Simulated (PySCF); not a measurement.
C3H4ClF (charge +1 and doublet state).
Geometry (GFN2-xTB, Å), atoms numbered from 1 in this order:
```
atom  x, y, z in Å
C1    -1.1019    0.3089   -0.2481
C2     0.0851   -0.5017   -0.1008
C3     1.2928   -0.0180    0.3672
F4     1.3954    1.2451    0.7037
Cl5    2.6875   -0.9202    0.5554
H6    -0.9711    1.3483    0.0442
H7    -1.4765    0.2411   -1.2819
H8    -1.9410   -0.1461    0.3019
H9     0.0432   -1.5514   -0.3668
```

The hyperfine couplings belong to this conformer and change with its torsions.

Identity: `C[CH+][C](F)Cl` [radical] (charge +1).

Theory: UKS B3LYP, pcH-1 on C Cl F H, non-relativistic, mean-field spin-orbit, GIAO (PySCF). Isolated species at its GFN2-xTB geometry (one conformer only). A GFN2-xTB geometry isn't a minimum of the functional, and hyperfine couplings can be far from their values at a DFT geometry, by a factor of two or more for some ions and for spin on atoms past the first row. Stability of the SCF solution: not tested.

(1) Match the computed a_iso(13C) values +28.3, -19.5, +5.6 MHz with the sites C1; C2; C3.

(2) Match the computed a_iso(1H) values +89.0, -33.4 MHz (means over equivalent nuclei) with the sites H6/H7/H8; H9.

Results:

(1) 
```json
{"site": "C1", "a_iso (MHz)": "-19.5", "ρ(0) (bohr⁻³)": "-0.0173", "position": "1 bond from C2", "distance from C2 (Å)": "1.44", "spin population": "-0.02", "largest |T| (MHz)": "9.5"}
{"site": "C2", "a_iso (MHz)": "+28.3", "ρ(0) (bohr⁻³)": "+0.0254", "position": "largest spin population", "distance from C2 (Å)": "0.00", "spin population": "+0.46", "largest |T| (MHz)": "78.8"}
{"site": "C3", "a_iso (MHz)": "+5.6", "ρ(0) (bohr⁻³)": "+0.0045", "position": "1 bond from C2", "distance from C2 (Å)": "1.38", "spin population": "+0.24", "largest |T| (MHz)": "53.8"}
```

(2) 
| site | a_iso (MHz) | ρ(0) (bohr⁻³) | position | distance from C2 (Å) | bound to | spin population there | largest \|T\| (MHz) |
| --- | --- | --- | --- | --- | --- | --- | --- |
| H6/H7/H8 | +89.0 | +0.0199 | 2 bonds from C2 | 2.11 | C1 | -0.02 | 7.9 |
| H9 | -33.4 | -0.0075 | 1 bond from C2 | 1.08 | C2 | +0.46 | 22.0 |

ρ(0) is the spin density at the nucleus and T the dipolar tensor; a_iso includes a spin–orbit part; entries for several nuclei are means. The Mulliken spin populations are largest on C2 (+0.46), C3 (+0.24) and Cl5 (+0.18). Three atoms exceed +0.15.

Means are taken over nuclei equivalent by connectivity, which assumes that they swap fast. The three 1H nuclei of mean +89.0 MHz run from -1.4 to 134.9 MHz in the frozen geometry.

The SMILES `C[CH+][C](F)Cl` draws the unpaired electron on C3, whose computed spin population is only +0.24.
